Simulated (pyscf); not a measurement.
Single points on ωB97X-D3(BJ)/def2-SVP structures (PySCF, gas phase).

Task: Estimate the classical barrier height and the reaction energy of H₂As–AsH₂ + water (H₂O) → HO–AsH–AsH₂ + hydrogen (H₂) at ωB97M-D3(BJ)/def2-TZVP. The step runs on the singlet surface, breaks As–H, H–O and forms As–O, H–H; take the separated reactants as zero.

Result: ΔE‡ = 59.5 kcal/mol, ΔE = +11.2 kcal/mol. Zero-point energy shifts the barrier by -1.0 kcal/mol. It is a four-centre exchange, with an imaginary mode of 1325i cm⁻¹. The same reactants have a lower exit, to AsH₂• + AsH₂• + H₂O (no saddle counted: cutting one bond costs +49.8 kcal/mol at ωB97M-D3(BJ), against +59.5 kcal/mol here). This is the saddle that the search found; another between the same sides may lie lower. Elements up to Kr have no core potential and no relativistic terms here.
